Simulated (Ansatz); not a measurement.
Geometry optimisation, RKS PBE0-D4/def2-SVP in Ansatz 0.2.0.

input.yaml

```yaml
crystal:
  periodic: [false, false, false]
  atoms:
    - { symbol: B, position_ang: [-0.90609, 0.36067, -0.60818] }
    - { symbol: C, position_ang: [0.33737, 0.07706, 0.30541] }
    - { symbol: "N", position_ang: [0.81192, 0.99442, 1.03696] }
    - { symbol: H, position_ang: [-1.3257, -0.49957, -1.27103] }
    - { symbol: H, position_ang: [-1.38672, 1.42455, -0.6078] }
    - { symbol: H, position_ang: [0.7848, -0.93218, 0.29558] }
    - { symbol: H, position_ang: [1.62204, 0.74203, 1.60666] }
basis:
  gaussian: { orbitals: def2-SVP }
hamiltonian:
  xc: pbe0
  dispersion: d4
relax:
  f_tol: 0.015
  max_steps: 40
```

Command:

```bash
$ ansatz run input.yaml --threads 1 --pin off --max-ram 2048MiB --backend cpu --events-out ev --progress --plain --runs-dir out
```

Where does it end, and by what steps?

The run converged. After 4 steps the energy has fallen by 0.077 eV; H4 moved furthest, 0.05 Å.

```json
{"step": "0", "energy less start (eV)": "0.0000", "largest force component (eV/Å)": "1.372", "accepted": "yes"}
{"step": "1", "energy less start (eV)": "-0.0638", "largest force component (eV/Å)": "0.602", "accepted": "yes"}
{"step": "2", "energy less start (eV)": "-0.0765", "largest force component (eV/Å)": "0.099", "accepted": "yes"}
{"step": "3", "energy less start (eV)": "-0.0768", "largest force component (eV/Å)": "0.049", "accepted": "yes"}
{"step": "4", "energy less start (eV)": "-0.0771", "largest force component (eV/Å)": "0.003", "accepted": "yes"}
```

```xyz
7
Properties=species:S:1:pos:R:3
B -0.897 0.353 -0.604
C 0.348 0.073 0.312
N 0.800 1.027 1.039
H -1.356 -0.520 -1.304
H -1.386 1.454 -0.596
H 0.818 -0.931 0.323
H 1.612 0.711 1.587
```

Run time: 13 s on 1 thread of Intel(R) Xeon(R) Processor @ 2.70GHz, with other jobs on the host, peak memory 0.14 GiB.
